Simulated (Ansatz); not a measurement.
**C2H4N2: a ladder of functionals and wavefunction methods**

The task here is to estimate one member of a computed series from the others.

The runs use Ansatz 0.2.0, Gaussian basis; functionals in def2-TZVPP, the program's frozen cores in correlated methods.

The runs, in order: LDA (SPW92), PBE-D4, revPBE-D4, BLYP-D4, r2SCAN-D4, B97M-V, PBE0-D4, B3LYP-D4, r2SCANh-D4, r2SCAN0-D4, HSE06-D4, BHLYP-D4, CAM-B3LYP-D4, LC-ωPBE, ωB97X-V, ωB97M-V, B2PLYP, PBE-QIDH; CCSD(T)/def2-SVP; CCSD(T)/def2-TZVPP; MP2/def2-QZVPP; extrapolation to the limit; RPA on PBE.

## The geometry

All runs share one geometry, relaxed beforehand with PBE0-D4 in a triple-zeta def2 set.

8 atoms, charge 0, spin multiplicity 1.

Atoms are counted from 1 here; the program's logs count them from 0.

Bond lengths: N1–C2 1.227 Å, N1–H5 1.022 Å, C2–C3 1.309 Å, C3–N4 1.418 Å, C3–H6 1.084 Å, N4–H7 1.013 Å, N4–H8 1.011 Å. Angles: C2–N1–H5 114.4°, N1–C2–C3 175.8°, C2–C3–N4 125.5°, C2–C3–H6 117.7°, N4–C3–H6 116.5°, C3–N4–H7 111.1°, C3–N4–H8 111.8°, H7–N4–H8 108.2°.

The first run:

File in.yaml:

```yaml
crystal:
  periodic: [false, false, false]
  atoms:
    - {symbol: N, position_ang: [-0.901578, 1.847780, -0.417546]}
    - {symbol: C, position_ang: [-0.177388, 0.906931, -0.109498]}
    - {symbol: C, position_ang: [0.558255, -0.092282, 0.307477]}
    - {symbol: N, position_ang: [0.262923, -1.466349, 0.121919]}
    - {symbol: H, position_ang: [-0.790110, 2.167322, -1.381891]}
    - {symbol: H, position_ang: [1.522435, 0.139876, 0.745678]}
    - {symbol: H, position_ang: [0.249733, -1.959813, 1.006241]}
    - {symbol: H, position_ang: [-0.632071, -1.600566, -0.328179]}
basis:
  gaussian: {orbitals: def2-TZVPP}
hamiltonian: {xc: lda}
output: {orbitals: {seedname: orbitals}}
```

Among the steps run: LDA; PBE-D4 (GGA); revPBE-D4 (GGA); BLYP-D4 (GGA); r2SCAN-D4 (meta-GGA); B97M-V (meta-GGA); PBE0-D4 (hybrid); B3LYP-D4 (hybrid); r2SCANh-D4 (hybrid); r2SCAN0-D4 (hybrid); HSE06-D4 (hybrid); BHLYP-D4 (hybrid); CAM-B3LYP-D4 (range-separated); LC-ωPBE (range-separated); ωB97X-V (range-separated); ωB97M-V (range-separated); B2PLYP (double hybrid); PBE-QIDH (double hybrid).

One table of the session follows, with a row left open; its other results are not shown here.

It belongs to the step «Frontier levels by functional». 

| functional | HOMO (eV) | gap (eV) |
| --- | --- | --- |
| LDA (SPW92) | -4.72 | 3.03 |
| PBE-D4 | -4.59 | 3.14 |
| revPBE-D4 | -4.54 | 3.18 |
| BLYP-D4 | -4.49 | 3.14 |
| r2SCAN-D4 | -4.79 | 3.60 |
| B97M-V | -4.87 | 3.79 |
| PBE0-D4 | -5.80 | 5.42 |
| B3LYP-D4 | -5.62 | 4.96 |
| r2SCANh-D4 | -5.25 | 4.45 |
| r2SCAN0-D4 | ? | ? |
| HSE06-D4 | -5.41 | 4.64 |
| BHLYP-D4 | -6.94 | 7.63 |
| CAM-B3LYP-D4 | -7.14 | 7.87 |
| LC-ωPBE | -8.43 | 10.43 |
| ωB97X-V | -8.09 | 9.97 |
| ωB97M-V | -8.00 | 9.67 |

**Question.** Estimate the row for r2SCAN0-D4.

Worked estimate for «HOMO (eV)». Against the share of exact exchange, r2SCAN-D4 (0, -4.79), r2SCANh-D4 (0.1, -5.25) give a slope of -4.60 per unit share; at 0.25 the line stands at -5.94.

As computed: HOMO (eV): -5.94; gap (eV): 5.72. In «HOMO (eV)» the line misses by 0.00.
